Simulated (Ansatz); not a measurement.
# AlClH3N: vertical ionisation energy

How much energy removes an electron from AlClH3N at fixed geometry? The cation is run at each level and the neutral's energy taken from earlier runs.

The runs use Ansatz 0.2.0, Gaussian basis; unrestricted cation, the program's frozen cores in correlated methods.

The runs, in order: UKS PBE-D4/def2-TZVPP; UKS r2SCAN-D4/def2-TZVPP; UKS PBE0-D4/def2-TZVPP; UKS B3LYP-D4/def2-TZVPP; UKS wB97X-V/def2-TZVPP; UKS wB97M-V/def2-TZVPP; UKS B2PLYP/def2-TZVPP; UHF-CCSD(T)/def2-TZVPP; UHF-MP2/def2-QZVPP; extrapolation to the limit; then −ε(HOMO) from the neutral's earlier runs with LDA (SPW92), PBE-D4, revPBE-D4, BLYP-D4, r2SCAN-D4, B97M-V, PBE0-D4, B3LYP-D4, r2SCANh-D4, r2SCAN0-D4, HSE06-D4, BHLYP-D4, CAM-B3LYP-D4, LC-ωPBE, ωB97X-V, ωB97M-V.

## (1) Structure used throughout

All runs share one geometry, relaxed beforehand with PBE0-D4 in a triple-zeta def2 set.

SMILES `[NH2][AlH][Cl]`, 6 atoms, charge 0, spin multiplicity 1.

Atoms are counted from 1 here; the program's logs count them from 0.

Bond lengths: N1–Al2 1.756 Å, N1–H4 1.007 Å, N1–H5 1.007 Å, Al2–Cl3 2.098 Å, Al2–H6 1.570 Å. Angles: Al2–N1–H4 124.3°, Al2–N1–H5 125.0°, H4–N1–H5 110.7°, N1–Al2–Cl3 117.5°, N1–Al2–H6 121.8°, Cl3–Al2–H6 120.6°.

Geometry (Å):

```
N    -0.6311    0.2509   -0.7188
Al    0.4776   -0.0738    0.6036
Cl    1.4135   -1.9515    0.6456
H    -1.1343    1.1150   -0.8388
H    -0.8526   -0.3951   -1.4589
H     0.7690    0.9904    1.7210
```

## (2) Cation, UKS PBE-D4/def2-TZVPP

Input file in.yaml:

```yaml
crystal:
  periodic: [false, false, false]
  atoms:
    - {symbol: N, position_ang: [-0.631142, 0.250917, -0.718797]}
    - {symbol: Al, position_ang: [0.477642, -0.073806, 0.603565]}
    - {symbol: Cl, position_ang: [1.413475, -1.951548, 0.645578]}
    - {symbol: H, position_ang: [-1.134283, 1.114995, -0.838756]}
    - {symbol: H, position_ang: [-0.852551, -0.395054, -1.458851]}
    - {symbol: H, position_ang: [0.768959, 0.990395, 1.720961]}
basis:
  gaussian: {orbitals: def2-TZVPP}
total_charge: 1
magnetization: {spin_polarized: true, initial_magnetization: 1}
hamiltonian: {xc: pbe, dispersion: d4}
```

Further steps of the session: Cation, UKS r2SCAN-D4/def2-TZVPP; Cation, UKS PBE0-D4/def2-TZVPP; Cation, UKS B3LYP-D4/def2-TZVPP; Cation, UKS wB97X-V/def2-TZVPP; Cation, UKS wB97M-V/def2-TZVPP; Cation, UKS B2PLYP (frozen core)/def2-TZVPP; Cation, UHF-CCSD(T)/def2-TZVPP; Cation, UHF-MP2/def2-QZVPP.

Q: Predict the results of all the runs planned. Wanted: ionisation energy, CCSD(T)/CBS; nearest functional by difference; nearest −ε(HOMO); −ε(HOMO) of PBE; T1 of the cation.

**Answer**, as computed:

```
                        quantity               value
  ionisation energy, CCSD(T)/CBS            10.44 eV
nearest functional by difference  ωB97X-V (-0.11 eV)
                nearest −ε(HOMO)  ωB97X-V (-0.14 eV)
                 −ε(HOMO) of PBE             6.42 eV
                T1 of the cation               0.015
```

In words: Energy differences with functionals land within 0.48 eV of the reference. The PBE orbital energy is 4.0 eV too small: a semilocal HOMO is no ionisation energy. Among orbital estimates ωB97X-V comes nearest. Hartree-Fock falls 1.63 eV short, as the neutral has more correlation energy than the cation.
